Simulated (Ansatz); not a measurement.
## How far each method lies from full CI for SeH⁺, singlet

Geometry: a point of a stretch scan, not a stationary point.

```yaml
atoms:
  - { symbol: Se, position_ang: [0.0000, 0.0000, 0.0000] }
  - { symbol: H, position_ang: [0.0000, 0.0000, 1.8130] }
```

Basis aug-cc-pVDZ; Ansatz 0.2.0. Only valence electrons are correlated (noble-gas cores and the filled d shells of p-block atoms frozen), which leaves 6 electrons in 31 orbitals. R marks a restricted (for open shells ROHF) determinant, U an unrestricted one. Active spaces: pair = (2e, 2o) about the gap; valence = (6e, 5o) chosen from the atoms' valence shells. No spin–orbit coupling is included, and no scalar relativity.

Full CI is exact within this basis and frozen core; it isn't the basis-set limit. The frozen core follows each run's orbitals, which can shift R against U totals by a few meV for light atoms and by up to 0.1 eV past Ca.

The determinant fills πx and πy unequally, so it is a mixture of Σ and Δ, which weighs on every level built on one determinant.

RHF is unstable: UHF (⟨S²⟩ = 1.02) lies 1.69 eV below the lowest RHF solution. Higher spins weren't run at this geometry and may lie near or lower.

The UHF ⟨S²⟩ is 1.021 and the T1 diagnostic (RCCSD) is 0.0126. The largest doubles amplitude (RCCSD) is 0.427.

```csv
level,E − E(full CI) (meV),share of correlation (%),wall time
RHF,3886,0.00,–
RMP2,1278,67.11,–
CISD,614,84.19,1.1 s
RCCSD,364,90.63,–
RCCSD(T),167,95.70,1.2 s
BCCD(T),170,95.63,1.2 s
RCCSDT*,11,99.72,–
RCCSDT(Q)*,-3,100.08,2.2 s
CASSCF (valence space),2456,36.80,–
NEVPT2 (valence space),541,86.08,1.3 s
MRCISD (valence space),96,97.53,–
MRCISD+Q (valence space),-25,100.64,1.7 s
```

An asterisk marks runs whose energy the program itself flagged as in doubt.

The correlation energy at full CI, counted from RHF, is -3.886 eV. That run took 28 s on 1 thread of Arm Neoverse V1, shared host over 5,065,957 determinants.

Run but not shown, since their state, orbitals or frozen core can't be matched to the reference's or they repeat it: UHF, UMP2, UCCSD, UCCSD(T), UCCSDT, UCCSDT(Q), CASSCF (pair space), NEVPT2 (pair space), MRCISD (pair space), MRCISD+Q (pair space).

Times hold each run's SCF and search for its determinant on a shared host, so for small cases they say little of a method's own cost; they ran on 1 thread of Arm Neoverse V1.

Not variational, and here over 5 meV under the exact energy: MRCISD+Q (valence space).

Unrestricted levels hold only the spin's projection, and here they fall towards a lower state of higher spin.

The full-CI state has the irrep A1 of C2v, in the program's axes (one component, if the state is degenerate).

Natural occupations of full CI about the gap: 1.962 1.910 1.001 0.978 0.072 0.019 0.012 0.012 0.009 0.006; effectively unpaired electrons, Σ n²(2−n)², 2.06. No single determinant describes this state well, so single-reference rows can miss without a flag.
